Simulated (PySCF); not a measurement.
**Ionisation energy of Cl by level of theory**

Cl [Ne] 3s2 3p5 (2P) → Cl⁺ [Ne] 3s2 3p4 (3P), as a difference of total energies. Computed with PySCF 2.14 in aug-cc-pwCVDZ (6s5p3d, 36 functions), with no relativity, point nucleus. Correlated levels: nothing frozen. The calculations carry no spin-orbit coupling.

```tsv
method	ionisation energy (eV)	error (eV)
UHF	11.821	-1.153
MP2 (all electrons)	12.621	-0.353
SCS-MP2 (all electrons)	12.593	-0.381
CCSD (all electrons)	12.548	-0.426
CCSD(T) (all electrons)	12.574	-0.400
```

Reference: 12.974 eV (measured; NIST levels, between the centres of gravity of the two terms).

Errors of the correlated levels include the incompleteness of this basis.
